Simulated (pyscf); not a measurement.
7 gas-phase steps of one pattern: 1,1-elimination on the singlet surface, Cl–Si + H–Si or Cl–Sn + H–Sn or F–Ge + Ge–H or F–Sn + H–Sn broken and Cl–H or F–H formed. Structures and frequencies: ωB97X-D3(BJ)/def2-SVP in PySCF. Correlated levels are frozen-core, on RHF or UHF. ΔMP2 is the change of the MP2 total energy from the triple- to the quadruple-zeta basis. Electronic energies in eV, from the reactant's lowest minimum found; ΔE‡ at CCSD(T)/def2-TZVPP + ΔMP2(QZVPP), beside the barrier at r²SCAN/def2-TZVP on the same structures. Rows were drawn at random from the steps of this pattern with a verified saddle, stable references and no exit in the data more than 5 kcal/mol lower.

```
row                                                                                                      step  ΔE‡(r²SCAN)   ΔE‡
---  --------------------------------------------------------------------------------------------------------  -----------  ----
1           F–SnH(F)–Cl (SMILES [F][SnH]([F])[Cl]) -> F–Sn:–F (SMILES [F][Sn][F]) [singlet] + HCl (SMILES Cl)         1.70  2.00
2    HO–SnH(OH)–Cl (SMILES [OH][SnH]([OH])[Cl]) → HO–Sn:–OH (SMILES [OH][Sn][OH]) [singlet] + HCl (SMILES Cl)         1.66     ?
3                F–GeH(F)–F (SMILES [F][GeH]([F])[F]) → HF (SMILES F) + F–Ge:–F (SMILES [F][Ge][F]) [singlet]         2.39  2.68
4                                  F–SnH₃ (SMILES [F][SnH3]) → SnH₂ (SMILES [SnH2]) [singlet] + HF (SMILES F)         2.09  2.32
5                                 F–GeH₃ (SMILES [F][GeH3]) -> GeH₂ (SMILES [GeH2]) [singlet] + HF (SMILES F)         2.68  2.90
6             H₂N–SiH(Cl)–Cl (SMILES N[SiH](Cl)Cl) -> H₂N–Si:–Cl (SMILES N[Si]Cl) [singlet] + HCl (SMILES Cl)         2.76  3.02
7                       Cl–SiH₂–Cl (SMILES Cl[SiH2]Cl) → HCl (SMILES Cl) + :HSi–Cl (SMILES [SiH]Cl) [singlet]         3.02  3.25
```

Q: From a straight line through the complete rows, estimate the missing barrier and say how far the line can be trusted.

A: Over the 6 complete rows the means are +2.44 (ΔE‡(r²SCAN)) and 2.70 (ΔE‡); least squares gives b = 0.96 and a = 0.35 eV, with residuals of 0.03 eV (root mean square; largest 0.04, row 4). For row 2: 0.35 + 0.96 × (+1.66) = 1.94 eV, an extrapolation. The computed barrier is 1.95 eV, 0.01 over the line. The line follows the complete rows closely. Each barrier is that of the saddle found. The CCSD(T) − MP2 part came from Ansatz, without density fitting, on the same reference. The frozen core leaves the outer d or s,p core shells of the metals and heavy elements correlated in the MP2 and CC values, and def2-TZVPP describes them poorly, which can shift differences by a few kcal/mol. Elements up to Kr have no core potential and no relativistic terms here. Elements past Kr carry the def2 core potentials, without spin-orbit coupling.
